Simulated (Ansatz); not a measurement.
**SiOF (quartet): from Hartree-Fock to the top rungs at a displaced geometry (v2), cc-pVDZ**

An exercise on one series of results from a longer session: the logs are not shown, and one member is left open.

Computed with Ansatz 0.2.0, Gaussian basis. Level: cc-pVDZ, core rule «outside noble gas», up to 7 orbitals frozen.

The runs, in order: UHF; CCSD(T) on ROHF; CCSD(T) on UHF; BCCD(T) on ROHF; CISD; CCSDT(Q) on ROHF; CCSDT(Q) on UHF.

32 further runs of the same task are left out: 12 for a known fault of the program, 7 that didn't finish, 13 set aside as unsound or not needed.

### The system

The geometry is a PBE0/def2-TZVP stationary point (not a proven minimum) with its atoms shifted at random (size 0.100 Å).

3 atoms, charge 0, spin multiplicity 4.

Atoms are counted from 1 here; the program's logs count them from 0.

Bond lengths: F1–Si3 1.615 Å, O2–Si3 1.736 Å. Angles: F1–Si3–O2 113.9°.

As a file:

```xyz
3
FOSi
F     0.0811    0.3989    1.3057
O    -0.0838    0.4145   -1.4995
Si   -0.0071   -0.5060   -0.0290
```

Set-up of the first run:

The input, in.yaml:

```yaml
crystal:
  periodic: [false, false, false]
  atoms:
    - {symbol: F, position_ang: [0.081108, 0.398931, 1.305746]}
    - {symbol: O, position_ang: [-0.083767, 0.414487, -1.499519]}
    - {symbol: Si, position_ang: [-0.007146, -0.505976, -0.029043]}
basis:
  gaussian: {orbitals: cc-pVDZ}
magnetization: {spin_polarized: true, initial_magnetization: 3}
hamiltonian: {xc: hf}
output: {orbitals: {seedname: orbitals}}
```

On the command line:

```bash
$ ansatz run in.yaml --threads 1 --pin off --events-out ev --progress --plain --max-ram 2393MiB
```

Among the steps run: UHF; CCSD(T) on ROHF; CCSD(T) on UHF; BCCD(T) on ROHF; CISD; CCSDT(Q) on ROHF; CCSDT(Q) on UHF.

One table of the session follows, with a row left open; its other results are not shown here.

It belongs to the step «Misses and costs». 

```
   method  from UCCSDT(Q) (kJ/mol)
     ROHF                  +1087.6
      UHF                  +1071.4
     RMP2                    +77.9
     UMP2                    +77.4
     CISD                   +112.6
    RCCSD                    +26.7
    UCCSD                    +26.3
 RCCSD(T)                        ?
 UCCSD(T)                     +5.4
  BCCD(T)                     +5.2
   RCCSDT                     +2.7
   UCCSDT                     +2.6
RCCSDT(Q)                     +0.5
UCCSDT(Q)                        0
```

**Question.** Estimate the row for RCCSD(T).

As computed: from UCCSDT(Q) (kJ/mol): +5.5. In the column «from UCCSDT(Q) (kJ/mol)» it lies between UCCSD(T) (+5.4) and UCCSD (+26.3).

Caveats from the session: Restricted and unrestricted rows rest on different reference determinants; where their highest levels disagree by more than a few hundredths of an eV, they describe different states and don't form one ladder.
